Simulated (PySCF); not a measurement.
Compound: mercaptoacetone, C₃H₆OS.
Z-matrix (Å and degrees, PBE0-D3(BJ)/def2-SVP geometry), rows numbered from 1:
```
C 
C   1  1.5054
O   2  1.2070  1  123.02
C   2  1.5181  1  116.73  3   178.98
S   4  1.8216  2  110.16  1   -77.47
H   1  1.1027  2  109.04  3   106.95
H   1  1.0997  2  110.79  3  -134.84
H   1  1.0969  2  109.88  3   -12.42
H   4  1.0984  2  109.44  1   160.36
H   4  1.1004  2  111.71  1    38.84
H   5  1.3508  4   95.67  2   -60.96
```

Computed, not measured: TDDFT CAM-B3LYP/def2-SVPD, vertical, gas phase, core orbitals frozen in the response in PySCF 2.14.0, density-fitted response routines.

Computed states:

| state | E (eV) | f |
| --- | --- | --- |
| S1 | 4.31 | 0.0033 |
| S2 | 5.40 | 0.0040 |
| S3 | 5.96 | 0.024 |
| S4 | 6.70 | 0.012 |
| S5 | 7.08 | 0.028 |
| S6 | 7.40 | 0.023 |
| S7 | 7.72 | 0.042 |
| S8 | 7.76 | 0.044 |
| S9 | 7.91 | 0.0048 |
| S10 | 8.08 | 0.109 |

Broadening: Gaussians 0.3 eV wide at half height, area fixed by f = 4.319×10⁻⁹ ∫ε dν̃. The width is an assumption, not a result. The curve ends short of the highest state used, and states not computed would add to its high-energy end.

Question: Give the broadened spectrum and its maxima.

Answer: 
(λ (nm), ε (L mol⁻¹ cm⁻¹)): (165.7, 2770), (168.5, 2284), (171.3, 2054), (174.2, 2571), (177.0, 2202), (179.8, 1225), (182.6, 1030), (185.4, 1107), (188.3, 735), (191.1, 282), (193.9, 70), (196.7, 62), (199.6, 291), (202.4, 898), (205.2, 1742), (208.0, 2197), (210.8, 1861), (213.7, 1067), (216.5, 453), (219.3, 182), (222.1, 157), (225.0, 248), (227.8, 337), (230.6, 352), (233.4, 283), (236.2, 179), (239.1, 88), (241.9, 36), (244.7, 12), (247.5, 3), (250.4, 1), (253.2, 0), (256.0, 0), (258.8, 0), (261.7, 1), (264.5, 4), (267.3, 12), (270.1, 28), (272.9, 59), (275.8, 108), (278.6, 168), (281.4, 229), (284.2, 277), (287.1, 298), (289.9, 286), (292.7, 248), (295.5, 195), (298.3, 140), (301.2, 90), (304.0, 54), (306.8, 30), (309.6, 16), (312.5, 7), (315.3, 3), (318.1, 1), (320.9, 1)

Maxima: 287 nm (4.31 eV), ε about 300, made up of S1 (100%); 230 nm (5.40 eV), ε about 360, made up of S2 (100%); 208 nm (5.95 eV), ε about 2200, made up of S3 (100%); 185 nm (6.71 eV), ε about 1100, made up of S4 (97%); 175 nm (7.09 eV), ε about 2600, made up of S5 (96%) (ε in L mol⁻¹ cm⁻¹; maxima over ε = 5, shares over 10%). At its high-energy end, 7.48 eV, the curve is still rising (ε about 2800, from S6, S7 and S8).

Question: Coming from long wavelengths, where does ε first pass 100 L mol⁻¹ cm⁻¹?

Answer: At about 300 nm (4.13 eV), 0.19 eV below S1.

Question: What would ε be at 7.09 eV, the highest of these maxima, with half the width (0.15 eV)?

Answer: About 4940 L mol⁻¹ cm⁻¹ against 2610, a factor of about 1.9; a lone state at its own centre would give exactly 2.

Question: On this curve, what absorbance would a 10⁻⁵ mol/L sample give at 222 nm over a 1 cm path?

Answer: 222 nm is 5.585 eV, where ε is about 160 L mol⁻¹ cm⁻¹, so A = ε c l ≈ 0.0016 (Beer–Lambert, with the gas-phase spectrum and the assumed width).

All these states lie below the vertical ionisation energy of 9.46 eV (ΔSCF).

One conformer stands for the species.
